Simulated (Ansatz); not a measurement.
System: rhombohedral A7 Bi. Method: PBEsol+SOC (Ansatz, a first-principles code, PAW).

Settings: plane-wave cutoff 520 eV, 14×14×14 k mesh, Fermi–Dirac smearing 0.05 eV, PAW data made under PBE.

Starting structure:

```
CELL_PARAMETERS angstrom
      2.27500     1.31347     3.95333
     -2.27500     1.31347     3.95333
      0.00000    -2.62694     3.95333
ATOMIC_POSITIONS crystal
  Bi 0.76600 0.76600 0.76600
  Bi 0.23400 0.23400 0.23400
```

Q: Into what structure does the relaxation of cell and atoms lead at this level, with the symmetry of the start kept?

A: The volume grows by 0.2 %; final space group R-3m.
```
CELL_PARAMETERS angstrom
      2.28236     1.31772     3.93580
     -2.28236     1.31772     3.93580
      0.00000    -2.63545     3.93580
ATOMIC_POSITIONS crystal
  Bi 0.76538 0.76538 0.76538
  Bi 0.23462 0.23462 0.23462
```

Note: the cell comes from a level without a dispersion term, which matters for the spacing of layers, chains or molecules.
